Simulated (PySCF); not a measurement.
**Two-dimensional NMR puzzle**

Compound of formula C₃H₄FN. Correlations simulated from computed shifts and couplings:

HSQC (one-bond C–H):
| δH | δC | 1J(C,H) (Hz) |
| --- | --- | --- |
| 4.90 | 76.4 | 162 |
| 1.61 | 22.2 | 138 |

COSY cross peaks (|J| ≥ 2 Hz):
| δH | δH | abs. J (Hz) | bonds |
| --- | --- | --- | --- |
| 4.90 | 1.61 | 7.8 | 3 |

HMBC (two and three bonds, |J| ≥ 2.5 Hz):
| δH | δC [abs. J in Hz] |
| --- | --- |
| 4.90 | 122.4 [5.3], 22.2 [2.9] |
| 1.61 | 122.4 [6.0], 76.4 [3.5] |

Carbons without hydrogens: δ 122.4.

All values are calculated (PySCF 2.14): J couplings at B3LYP/pcJ-1, shieldings: GIAO PBE0/pcSseg-1, geometry: PBE0-D3(BJ)/def2-SVP. Gas phase, one computed conformer, one averaged value for each set of equivalent atoms, non-relativistic Hamiltonian.

Scale: 1H and 13C against TMS (reference shieldings calculated alike).

Exchangeable hydrogens are left out of these lists, and C,H couplings along chains are those of one rotamer, so weak HMBC peaks may be missing or extra.

Task: Assemble the structure.

Result: `InChI=1S/C3H4FN/c1-3(4)2-5/h3H,1H3/t3-/m1/s1`.

Structure with atom numbers: `[CH3:1][C@@H:2]([F:3])[C:4]#[N:5]`. Each H is labelled by its parent atom.

δC 122.4 is C4, a nitrile carbon. δC 76.4 is C2, an sp3 CH bonded to F, α to a nitrile (δH 4.90). δC 22.2 is C1, a methyl carbon (δH 1.61). HMBC from δH 4.90 reaches the proton-free carbon C4. HMBC from δH 1.61 reaches the proton-free carbon C4. COSY links 4.90–1.61.

Common functionals overestimate the size of one-bond C–F couplings by tens of Hz; these are unscaled. Unscaled 3J(H,H) at this level run about 10 % above measured values. Shifts are as computed. Against solution values, carbons near 30 ppm lie about +2 ppm off and those near 130 ppm about +5 ppm. Of 1211 compounds with measured shifts, 218 miss one by over three times the rms of a fit or turn the order of signals round; such compounds aren't used in these exercises.
